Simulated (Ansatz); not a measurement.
For 1T (CdI2-type) TaSe₂ (undistorted form, which takes a superstructure on cooling), PBEsol in Ansatz (PAW) gives:

| Property | Result |
|---|---|
| lattice constant a | 3.429 Å |
| c axis length | 6.281 Å |
| enthalpy of formation | -0.817 eV/atom |

Question: What does HSE06 (Ansatz, a quantum-chemistry and plane-wave program, plane waves, PAW) give for the same quantities?

Answer: 
- lattice constant a: 3.478 Å (increases by 1.4 %)
- lattice parameter c: 6.797 Å (increases by 8.2 %)
- formation enthalpy: -0.899 eV/atom (moves by -0.082 eV/atom)

Changes are worked out from the printed values.

Unless a cell is named, each level is at its own relaxed cell (PBEsol 21.32, HSE06 23.74 Å³/atom).

Levels without +SOC leave out spin–orbit coupling, which shifts energies and cells of such heavy elements.

Caveats: the cell comes from a level without a dispersion term, which matters for the spacing of layers, chains or molecules (PBEsol, HSE06); the relaxation could not lower the start's symmetry, so the cell can be a saddle point above a distorted one (PBEsol, HSE06). Ansatz's density-functional and Hartree–Fock values are scalar-relativistic unless marked +SOC, with PAW data made under PBE.
